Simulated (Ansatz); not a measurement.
## Rock-salt CaO: TO phonon frequency at L by level of theory

No measured value is used here.

Question: Put these levels in order of the TO phonon frequency at L that they give for rock-salt CaO, smallest first: LDA (Ansatz, a quantum-chemistry and plane-wave program), PBE (Ansatz), r²SCAN (Ansatz).

Answer: PBE (291 cm⁻¹), r²SCAN (313 cm⁻¹), LDA (324 cm⁻¹)

Unless a cell is named, each level is at its own relaxed cell (LDA 13.04, PBE 14.09, r²SCAN 13.78 Å³/atom).

Each level is taken at its own relaxed cell. Cutoffs differ between the levels. Ansatz's density-functional and Hartree–Fock values are scalar-relativistic unless marked +SOC, with PAW data made under PBE.
